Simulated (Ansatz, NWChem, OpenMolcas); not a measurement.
**Loss of H2O: C2H3O2 → C2HO + H2O**

Species: C2H3O2 `CC([O])=O`, doublet; C2HO (ethynyloxy radical) `C#C[O]`, doublet; H2O (water) `O`, singlet. 

Shapes, held fixed at every level: PBE0-D4/def2-TZVP. Programs: Ansatz 0.2.0, NWChem 7.3.0, OpenMolcas 26.06. Electronic energies: no zero-point or thermal term.

| level | kind | ΔE (kJ/mol) |
| --- | --- | --- |
| HF/STO-3G | Hartree–Fock | +392.4 |
| HF/3-21G | Hartree–Fock | +204.3 |
| HF/def2-SVP | Hartree–Fock | +154.6 |
| B3LYP/6-31G* (spherical functions) | global hybrid | +210.3 |
| PBE0/def2-SVP | global hybrid | +196.3 |

PBE0/def2-SVP gives ΔE = +196.3 kJ/mol; the levels span +154.6 to +392.4. The median of the levels is +204.3. No measured value is set beside it here. Spin contamination: C2H3O2 (⟨S²⟩ up to 1.06), C2HO (⟨S²⟩ up to 1.18). Open shells run unrestricted unless RO is named. Rows in sets without polarisation functions are far from converged.
